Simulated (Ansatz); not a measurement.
C2H5Mg: which of these isomers lies lowest?

2 of its isomers, all doublets with charge 0: A = `C[CH2][Mg]`; B = `[CH2][Mg][CH3]`.

Shapes, held fixed at every level: PBE0-D4/def2-TZVP. Programs: Ansatz 0.2.0.

Electronic energies in kJ/mol, without zero-point or thermal terms.

Q: Which isomer should be the most stable, and roughly by how much?

A: A < B in rising energy, over a span of 86 kJ/mol, by CCSD(T)/def2-TZVPP. All levels agree on that. The B − A difference spans +79.6 to +108.6 kJ/mol over the levels. Open shells run unrestricted unless RO is named. Correlated rows may include outer-core shells of Mg, which these sets cover unevenly.

```csv
level,kind,B − A
HF/def2-SVP,Hartree–Fock,+79.6
PBE-D4/def2-TZVPP,GGA,+107.8
PBE0-D4/def2-TZVPP,global hybrid,+103.3
B2PLYP/def2-TZVPP,double hybrid,+86.6
MP2/def2-SVP,perturbation theory,+108.6
CCSD/def2-SVP,coupled cluster or CI,+98.2
CCSD/def2-TZVPP,coupled cluster or CI,+82.2
CCSD(T)/def2-TZVPP,coupled cluster or CI,+86.5
```
